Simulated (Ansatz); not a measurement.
A made-up structure of CH₂AlO (charge +1), singlet:

C1  (-0.553, -0.778, -0.039)
O2  (-0.264, -0.190, 1.042)
Al3  (0.550, 0.708, -0.344)
H4  (0.715, 1.954, 0.511)
H5  (1.459, 1.927, -0.628)
(Å)

It is relaxed with PBE-D4/def2-SVP and then PBE0-D4/def2-TZVP (Ansatz 0.2.0). Atoms count as bonded within 1.22 times the sum of their covalent radii (H–H: 0.88 Å). The end point is not checked to be a true minimum.

(1) Does its bonding change? (Judge from chemistry; the calculation decides.)

Results:

(1) Computed: Yes. Formed: none; broken: O2–Al3.

Where it ends: The first stage lowers the energy by 4.77 eV in 17 steps. It ends as CH₂AlO ([O][C][AlH2]), total charge +1:
C1  (-0.278, -0.298, 0.350)
O2  (-0.869, -1.212, 0.566)
Al3  (0.889, 1.511, -0.077)
H4  (0.772, 2.337, 1.233)
H5  (1.393, 1.284, -1.530)
(Å)

Labels in which every atom is bracketed show which atoms are joined, not bond orders.

For scale, one of the runs: PBE0-D4/def2-TZVP relaxation, 111 basis functions, launched by `ansatz run in.yaml --threads 2 --pin off --events-out ev --progress --plain --max-ram 4352MiB`. The run took about 6.5 s on 2 CPU threads of an Arm Neoverse V1 (shared host).
